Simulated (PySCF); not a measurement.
Atoms are numbered as in `[CH2:1]=[CH:2][C:3](=[O:4])[O:5][CH3:6]`. Hydrogens are named by the atom that carries them. Ha(C1) is cis to C3; Hb(C1) is trans to C3.

PySCF calculation with geometry from PBE0-D3(BJ)/def2-SVP and σ from GIAO-PBE0/pcSseg-1; no relativistic terms, in vacuum, rapidly exchanging positions averaged, one conformer.

References, each an isolated molecule treated in the same way: ¹³C (σref 184.41) and ¹H (σref 31.27) against TMS; H2O for ¹⁷O (σref 334.56).

| atoms | nucleus | count | Hirshfeld charge | δ (ppm) |
| --- | --- | --- | --- | --- |
| C2 | ¹³C | 1 | -0.06 | 135.7 |
| H(C6) | ¹H | 3 | 0.05 | 3.66 |
| Hb(C1) | ¹H | 1 | 0.06 | 6.12 |
| C6 | ¹³C | 1 | -0.04 | 51.9 |
| O4 | ¹⁷O | 1 | -0.26 | 406.6 |
| O5 | ¹⁷O | 1 | -0.10 | ? |
| H(C2) | ¹H | 1 | 0.05 | ? |
| Ha(C1) | ¹H | 1 | 0.06 | 6.95 |
| C1 | ¹³C | 1 | -0.06 | ? |
| C3 | ¹³C | 1 | 0.20 | 170.2 |

Problem. Fill in the missing shifts.

Solution. 
- C1: 141.6 ppm, β carbon of a C=C–C=O unit; conjugation with the carbonyl draws π density from the β position
- H(C2): 6.17 ppm, hydrogen on an α carbon of a C=C–C=O unit; a vinylic proton, deshielded by the sp2 carbon and the C=C anisotropy
- O5: 192.1 ppm, ester alkoxy oxygen

Shifts are as computed. Against solution values, carbons near 30 ppm lie about +2 ppm off and those near 130 ppm about +5 ppm. Of 1211 compounds with measured shifts, 218 miss one by over three times the rms of a fit or turn the order of signals round; such compounds aren't used in these exercises. Unscaled 17O shifts of doubly bonded oxygen tend to come out too high, by tens of ppm or more. Experimental scales use liquid or dissolved standards, which lie at an offset from isolated H2O (liquid H2O: subtract about 36 ppm).
